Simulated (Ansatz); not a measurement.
C2H7O, charge +1, singlet, at a GFN2-xTB geometry; R2SCAN/6-31G in Ansatz (a first-principles code).

Here is a job for Ansatz.
Ansatz 0.2 input:
```yaml
crystal:
  periodic: [false, false, false]
  atoms:
    - {symbol: C, position_ang: [1.22900215, -0.37604417, -0.00661468]}
    - {symbol: C, position_ang: [0.08246987, 0.60103209, -0.00155391]}
    - {symbol: O, position_ang: [-1.18718715, -0.17976873, -0.07214047]}
    - {symbol: H, position_ang: [-1.97465717, 0.38511414, 0.07508639]}
    - {symbol: H, position_ang: [0.07674269, 1.22024625, 0.89741563]}
    - {symbol: H, position_ang: [0.08228151, 1.22946963, -0.89318817]}
    - {symbol: H, position_ang: [2.16469576, 0.17583635, -0.02936964]}
    - {symbol: H, position_ang: [1.23247722, -0.99483360, 0.88818561]}
    - {symbol: H, position_ang: [1.19569027, -1.01022081, -0.88852026]}
    - {symbol: H, position_ang: [-1.14856530, -0.91738972, 0.57652583]}
basis:
  gaussian:
    orbitals: 6-31G
hamiltonian:
  xc: r2scan
total_charge: 1
```

Output, abridged:

```
Functional definition: r2SCAN
553 factors; integrals over basis functions are off by at most 2.0e-4 eV
mean field evaluation 1: about -4211.4453 eV, gradient 7.4e1 eV
mean field evaluation 2: about -4203.9311 eV, gradient 9.6e1 eV
mean field evaluation 4: about -4223.2448 eV, gradient 3.5e0 eV
mean field evaluation 8: about -4223.2506 eV, gradient 7.2e-2 eV
mean field -4223.25059554 eV, -155.2015967641 hartree, gradient 5.8e-5 eV, S^2 0.000000; 0 other end points of the search recorded, 0 dependent functions left out
reference -4223.25060111 eV, -155.2015969688 hartree; 13, 13 occupied and 28, 28 virtual orbitals, 553 factors
Total energy: -4223.25060111 eV, -155.2015969688 hartree
```
